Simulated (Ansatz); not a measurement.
Reaction: C2H3O2 (SMILES O=[C]OC, doublet) → C2H3O2 (SMILES [CH2]OC=O, doublet)
Each species at its own B3LYP-D3(BJ)/def2-TZVP minimum (Ansatz, a program for electronic structure), one conformer.

Total energies in hartree (Ansatz). Open shells are spin-unrestricted; no spin-orbit coupling. Cores are frozen in correlated methods. No relativity.

```csv
species,HF/cc-pVTZ,CCSD(T)/cc-pVTZ,HF/cc-pVQZ,CCSD(T)/cc-pVQZ,CCSD(T)/cc-pVDZ,CCSDT(Q)/cc-pVDZ
"1: C2H3O2 (SMILES CO[C]=O, doublet)",-227.24235,-228.05911,-227.25944,-228.12879,-227.83078,-227.83369
"2: C2H3O2 (SMILES [CH2]OC=O, doublet)",-227.24307,-228.05632,-227.26014,-228.12608,-227.82669,-227.82939
```

Q: Work out the isomerisation energy (electronic) in kcal/mol: take Hartree-Fock from cc-pVQZ, extrapolate the CCSD(T) correlation energy as X^-3 (X = 3, 4), and add CCSDT(Q) - CCSD(T) in cc-pVDZ. 1 hartree = 627.51 kcal/mol.

A: 
Species 1: correlation (64·(-0.86935) - 27·(-0.81676))/37 = -0.90773; step -0.00291; E1 = -227.25944 + (-0.90773) + (-0.00291) = -228.17008
Species 2: correlation (64·(-0.86594) - 27·(-0.81325))/37 = -0.90439; step -0.00270; E2 = -227.26014 + (-0.90439) + (-0.00270) = -228.16723
-1·E1 +1·E2 = 0.00285 hartree = 1.8 kcal/mol.
